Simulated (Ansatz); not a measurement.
A calculation with Ansatz (development build ahead of 0.2.0).

```yaml
crystal:
  periodic: [false, false, false]
  atoms:
    - { symbol: Al, position_ang: [0.0, 0.0, 0.0] }
    - { symbol: Si, position_ang: [0.95786, 1.27714, 2.7651] }
basis:
  gaussian: { orbitals: "6-31G" }
magnetization:
  initial_magnetization: 3
hamiltonian:
  xc: hf
correlation:
  method: fci
  frozen_orbitals: { Al: 5, Si: 5 }
```

The input is written out in the form of the current development build from the run's settings.

Output:

```
Converged    : yes
Total energy : -530.78724 hartree
State        : lowest quartet root, of any spatial symmetry
```
